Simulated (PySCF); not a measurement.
Gas-phase reaction: 3 vinylsilane + C4H10 (n-butane) = 3 (CH3)2SiH2 + 2 C2H2 (acetylene)

Energies from PySCF (xtb for GFN2), thermal terms from the rigid-rotor harmonic-oscillator model, ideal gas at 1 bar. S°(298 K) at PBE0/def2-TZVP differs from the NASA 1993 table for C4H10 (n-butane) (-9 J/mol/K); whether the harmonic model or the table's entry is off was not settled. † marks an energy on the PBE0/def2-TZVP geometry and frequencies; other levels use their own. All species are closed-shell singlets. The harmonic model lacks anharmonicity and excited electronic states, which grow with temperature; levels with a mode under 35 cm⁻¹ are left out. Internal rotation in vinylsilane, C4H10 (n-butane), (CH3)2SiH2 is treated as a harmonic vibration of one conformer, which makes the entropy rough.

```
level               ΔE electronic, kJ  ΔH°(298 K), kJ  ΔS°(298 K), J/K  ΔG°(1400 K), kJ
------------------  -----------------  --------------  ---------------  ---------------
GFN2-xTB                          226             224              133               23
M06-2X/def2-TZVP†                  55              42              133             -168
PBE/def2-SVP                      121             111              132              -96
r2SCAN/def2-TZVP†                  69              56              133             -154
LDA/def2-TZVP†                    121             108              133             -102
ωB97X-V/def2-TZVP†                 81              68              133             -142
```
ΔH° is lowest at M06-2X/def2-TZVP† and highest at GFN2-xTB. No reference value is set beside these.
